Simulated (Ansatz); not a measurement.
Two isomers of C4H7ClO: A = `C/C(O)=C(\C)Cl`, B = `CC(Cl)/C=C/O`.

Calculated with Ansatz (gas phase, PBE0-D4/def2-TZVP geometries, no zero-point term in ΔE). CBS: MP2 limit from def2 TZ/QZ plus the TZ coupled-cluster correction, frozen cores. Double bonds are as drawn, so ΔE can hold a change between cis and trans. Functionals use def2-TZVPP. B3LYP here is the variant with VWN-RPA as its local correlation; programs differ in this. One conformer a species, not always the lowest.

Question: Which is lower in electronic energy at CCSD(T)/CBS, and by how much? (An estimate is asked.)

Answer: Ansatz gave: A, by 6.7 kcal/mol.

Question: Give E(B) − E(A) in kcal/mol with CCSD(T)/def2-TZVPP, HF/def2-TZVPP, B3LYP-D4, PBE-D4, B3LYP, r2SCAN-D4, CCSD/def2-TZVPP. (Estimate.)

Answer: Computed: CCSD(T)/def2-TZVPP 6.6, HF/def2-TZVPP 3.8, B3LYP-D4 6.9, PBE-D4 8.2, B3LYP 6.3, r2SCAN-D4 8.0, CCSD/def2-TZVPP 6.1. None reverses the order clearly.

Largest T1 diagnostic: 0.011.

In def2-TZVPP, CCSD(T) changes the Hartree–Fock value by +2.8 kcal/mol (the triples alone add +0.5 kcal/mol) and MP2 by +3.6 kcal/mol.
